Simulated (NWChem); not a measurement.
Correlation energy of oxygen (O$_{2}$)

```xyz
2

O      0.0000     0.0000     0.6000
O      0.0000     0.0000    -0.6000
```
Charge 0, spin multiplicity 3.

Program: NWChem. Structure: optimised with UB3LYP/def2-SVP, a minimum by its harmonic frequencies.

Basis set: 3-21G. Each correlation energy counts from its own Hartree-Fock reference.

The correlated methods keep 2 core orbitals frozen. The unpaired electrons of the parent sit in orbitals of symmetry b2g and b3g (D2h labels of the run); other states weren't searched. No SCF solution was tested for a lower state. Open-shell Hartree-Fock references start from PBE0 orbitals. Coupled-cluster values serve here as a point of comparison, not as the truth.

**Question.** For the correlation energy, CCSD[T] on UHF gives -236.8 mHa and UMP2 gives -235.3 mHa. What do CCSD on ROHF, CCSD(T) on UHF, CCSD[T] on ROHF give?

**Answer.** CCSD on ROHF: -242.3 mHa; CCSD(T) on UHF: -236.1 mHa; CCSD[T] on ROHF: -250.0 mHa.
